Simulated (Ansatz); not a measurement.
These are frozen-core CCSD(T)/def2-TZVPP // CAM-B3LYP-D3(BJ)/def2-TZVP (Ansatz, a program for electronic structure) values and carry that method's errors.

Ansatz 0.2 input:
```yaml
crystal:
  periodic: [false, false, false]
  atoms:
    - { symbol: C, position_ang: [0.77743, -0.280041, 0.230968] }
    - { symbol: C, position_ang: [-0.473083, -0.017443, 0.008018] }
    - { symbol: H, position_ang: [1.748259, 0.093322, -0.052464] }
    - { symbol: H, position_ang: [-1.273472, -0.597504, 0.457139] }
    - { symbol: H, position_ang: [-0.779134, 0.801666, -0.643662] }
basis:
  gaussian: { orbitals: def2-TZVPP }
correlation:
  method: ccsd_t
magnetization:
  spin_polarized: true
  initial_magnetization: 1
```

Output:

```
Functional definition: HF
608 factors; integrals over basis functions are off by at most 9.5e-4 eV
mean field evaluation 1: about -2104.7662 eV, gradient 1.7e1 eV
mean field evaluation 2: about -2104.7706 eV, gradient 1.7e1 eV
mean field evaluation 4: about -2106.5877 eV, gradient 2.3e0 eV
mean field evaluation 8: about -2106.7179 eV, gradient 5.2e-1 eV
mean field evaluation 16: about -2106.7619 eV, gradient 2.4e-6 eV
mean field evaluation 32: about -2103.6721 eV, gradient 8.8e-2 eV
mean field -2106.76189125 eV, -77.4220714888 hartree, gradient 2.4e-6 eV, S^2 0.925913; 1 other end points of the search recorded, 0 dependent functions left out
determinant -2106.76189125 eV, -77.4220714888 hartree, with singles and doubles -2115.49884350 eV, -77.7431485619 hartree
determinant -2103.67233871 eV, -77.3085325273 hartree, with singles and doubles -2112.16411046 eV, -77.6205993833 hartree
2 core orbitals not correlated
reference -2106.76189125 eV, -77.4220714888 hartree; 6, 5 occupied and 96, 97 virtual orbitals, 608 factors
second order -7.74663769 eV of doubles, -0.00000000 eV of singles
cycle   1  -8.61431252 eV  change   -7.0e-1 eV  update   2.2e-2
cycle   2  -8.63750553 eV  change   -2.3e-2 eV  update   6.2e-3
cycle   3  -8.63990033 eV  change   -2.4e-3 eV  update   3.0e-3
cycle   4  -8.64396081 eV  change   -4.1e-3 eV  update   1.4e-3
cycle   5  -8.64599626 eV  change   -2.0e-3 eV  update   6.6e-4
cycle   6  -8.64693259 eV  change   -9.4e-4 eV  update   2.3e-4
cycle   7  -8.64715777 eV  change   -2.3e-4 eV  update   8.6e-5
cycle   8  -8.64721793 eV  change   -6.0e-5 eV  update   4.0e-5
cycle   9  -8.64721602 eV  change    1.9e-6 eV  update   1.8e-5
cycle  10  -8.64722042 eV  change   -4.4e-6 eV  update   8.2e-6
perturbative correction -0.36603686 eV, -0.0134516065 hartree
Total energy: -2115.77514853 eV, -77.7533025844 hartree
```

Cost: very roughly 9 core-seconds.
